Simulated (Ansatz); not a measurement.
`CBCl`. Charge 0, multiplicity 1.

```csv
atom,x (Å),y (Å),z (Å)
C1,0.6700,0.2466,0.0951
B2,-0.7906,-0.2562,-0.0084
Cl3,-1.3958,-1.0324,-1.4558
H4,1.2858,0.0527,-0.7830
H5,1.1475,-0.1974,0.9767
H6,0.6608,1.3259,0.2931
H7,-1.5777,-0.1393,0.8823
```

What are the harmonic wavenumbers in cm⁻¹ at PBE0-D4/def2-TZVP (Ansatz, finite differences of forces, unscaled)? (Estimate.)

The calculation gave: 57, 322, 631, 688, 894, 924, 1039, 1166, 1323, 1442, 1446, 2640, 3031, 3087, 3150.

Is this a minimum?

Yes, all 15 modes are real.

Give the ideal-gas thermochemistry at 298.15 K and 1 bar (rigid rotor, harmonic oscillator; point group Cs, symmetry number 1).

Zero-point energy 130.6 kJ/mol; H(298) − E = 144.9 kJ/mol; entropy 287.1 J/(mol·K), of which translation 160.4, rotation 97.4, vibration 29.4; G(298) − E = 59.3 kJ/mol. Modes under 100 cm⁻¹ are hindered rotations or soft bends, so the harmonic entropy is rough.

And at 400, 500, 600, 800 and 1000 K?


```csv
T (K),H − E (kJ/mol),S (J/mol/K),G − E (kJ/mol)
400,152.0,307.7,29.0
500,160.2,325.9,-2.7
600,169.4,342.6,-36.2
800,190.0,372.1,-107.7
1000,213.0,397.7,-184.7
```
